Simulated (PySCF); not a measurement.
# NaF, HF: how much the basis matters

PySCF, RHF reference; singlet, unpaired electrons none; De to Na + F without counterpoise correction.

```tsv
basis	relativity	functions	Re (Å)	ωe (cm⁻¹)	De (eV)	μ (D)
3-21G	no relativity	22	1.863	608	1.81	-7.54
aug-pcseg-1	no relativity	37	1.938	557	3.15	-8.52
def2-SVPD	no relativity	41	1.934	547	3.12	-8.55
pcseg-2	no relativity	49	1.930	541	2.86	-8.48
x2c-TZVPPall	spin-free X2C	63	1.916	554	2.85	-8.30
```

Problem. How does each smaller set differ from the one with most functions, x2c-TZVPPall?

Solution. 3-21G: -5.3 pm, +9.7 % in ωe, -1.04 eV in De; aug-pcseg-1: +2.2 pm, +0.5 % in ωe, +0.30 eV in De; def2-SVPD: +1.8 pm, -1.3 % in ωe, +0.27 eV in De; pcseg-2: +1.4 pm, -2.3 % in ωe, +0.01 eV in De. All at HF; the set with most functions is neither the basis-set limit nor always the best. The rows treat relativity differently, so the differences are not basis effects alone.

A positive dipole means Na(−)F(+). Where the molecule has an RHF reference, its open-shell atoms are computed with UHF. 3-21G is very small, so such numbers show the basis as much as the molecule. Hartree–Fock leaves out correlation, which carries a large part of most bond energies and some tenths to 1 eV of ionisation energies.
